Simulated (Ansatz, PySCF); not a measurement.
Molecule: OF (charge 0, doublet). 
Coordinates optimised at B3LYP-D3(BJ)/def2-TZVP (Ansatz, a first-principles code):
SMILES: [O]F
```xyz
2

O      0.0000     0.0000    -0.7142
F      0.0000     0.0000     0.6348
```
Charge 0, spin multiplicity 2.


Wanted: enthalpy of formation at 298 K (from the atomisation energy, B3LYP-D3(BJ)/def2-TZVP harmonic zero-point and thermal terms from PySCF, and the atoms' enthalpies of formation in the G2/97 table; no spin-orbit terms, and no core term in the frozen-core levels), in kJ/mol. Correlated levels leave the core frozen unless marked. Open shells are spin-unrestricted. Spin-orbit coupling is left out. No relativistic terms. The coupled-cluster limit lacks core correlation, which all-electron functionals hold. CBS marks a two-point X^-3 extrapolation of the correlation energy; Hartree-Fock from the larger set (for Q and 5 zeta extrapolated as (X+1)exp(-9√X)).

```csv
level,program,enthalpy of formation at 298 K (kJ/mol)
HF/def2-TZVPP,Ansatz,395.9
PBE-D4/def2-TZVPD,Ansatz + dftd4,30.3
revPBE/def2-TZVPD,Ansatz,62.0
SCS-MP2/cc-pVDZ,Ansatz,179.8
```

Problem. Predict the CCSD(T)/CBS(cc-pVQZ,cc-pV5Z) result (Ansatz).

Solution. 112.8 kJ/mol
